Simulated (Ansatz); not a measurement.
# SiH (quartet): wave-function methods side by side at distance Si1–H2 = 1.197 Å, cc-pVQZ

Aim: climb from Hartree-Fock through coupled cluster and multireference methods for SiH (quartet) at one geometry and basis, and see what each rung misses.

The runs use Ansatz 0.2.0, Gaussian basis; cc-pVQZ, core rule «outside noble gas», up to 5 orbitals frozen.

Plan: UHF; CCSD(T) on ROHF; CCSD(T) on UHF; BCCD(T) on ROHF; CCSDT(Q) on ROHF; CCSDT(Q) on UHF; CASSCF and MRCISD+Q, 5 electrons in 5 orbitals; CASSCF and NEVPT2, 5 electrons in 5 orbitals.

10 further runs of the same task are left out: 10 that didn't finish. Runs told in other sessions of the task aren't counted.

## Step 1: The geometry

The geometry derives from a PBE0/def2-TZVP stationary point (not a proven minimum). One bond is set to the value named and the two fragments are kept rigid.

2 atoms, charge 0, spin multiplicity 4.

Atoms are counted from 1 here; the program's logs count them from 0.

Bond lengths: Si1–H2 1.197 Å.

## Step 2: UHF

The input, in.yaml:

```yaml
crystal:
  periodic: [false, false, false]
  atoms:
    - {symbol: Si, position_ang: [0.000000, 0.000000, 0.000000]}
    - {symbol: H, position_ang: [0.000000, 0.000000, 1.197000]}
basis:
  gaussian: {orbitals: cc-pVQZ}
magnetization: {spin_polarized: true, initial_magnetization: 3}
hamiltonian: {xc: hf}
output: {orbitals: {seedname: orbitals}}
```

Started as:

```sh
ansatz run in.yaml --threads 1 --pin off --events-out ev --progress --plain --max-ram 4096MiB --backend cpu
```

After this run come: CCSD(T) on ROHF; CCSD(T) on UHF; BCCD(T) on ROHF; CCSDT(Q) on ROHF; CCSDT(Q) on UHF; CASSCF and MRCISD+Q, 5 electrons in 5 orbitals; CASSCF and NEVPT2, 5 electrons in 5 orbitals.

Before running them: what should the planned runs give, taken together? Wanted: UCCSDT(Q) from the RHF energy; RMP2 from UCCSDT(Q); UMP2 from UCCSDT(Q); RCCSD from UCCSDT(Q); RCCSD(T) from UCCSDT(Q); UCCSD(T) from UCCSDT(Q); RCCSDT(Q) from UCCSDT(Q); NEVPT2 valence from UCCSDT(Q); MRCISD+Q valence from UCCSDT(Q).

As calculated:

```
                         quantity                                                                     value
    UCCSDT(Q) from the ROHF energy                                                                -2.2957 eV
              RMP2 from UCCSDT(Q)                                                              +50.0 kJ/mol
              UMP2 from UCCSDT(Q)                                                              +50.0 kJ/mol
             RCCSD from UCCSDT(Q)                                                               +9.1 kJ/mol
          RCCSD(T) from UCCSDT(Q)                                                               +2.1 kJ/mol
          UCCSD(T) from UCCSDT(Q)                                                               +1.9 kJ/mol
         RCCSDT(Q) from UCCSDT(Q)                                                               +0.2 kJ/mol
    NEVPT2 valence from UCCSDT(Q)                                                              +55.8 kJ/mol
  MRCISD+Q valence from UCCSDT(Q)                                                               +3.1 kJ/mol
levels within 1 kcal/mol (43 meV)  RCCSD(T), UCCSD(T), BCCD(T), RCCSDT, UCCSDT, RCCSDT(Q), MRCISD+Q valence
                    T1 diagnostic                                                                     0.027
   effectively unpaired electrons                                                                      3.00
```

**Reading.** RCCSD(T) misses by +2.1 kJ/mol, 0.9 % of the correlation energy. One determinant dominates. Of the multireference levels listed MRCISD+Q valence comes nearest in total energy (+3.1 kJ/mol), which doesn't show that its space is the better one. These misses are within one basis, not against nature; the frozen cores of restricted and unrestricted runs differ, which can shift their rows.
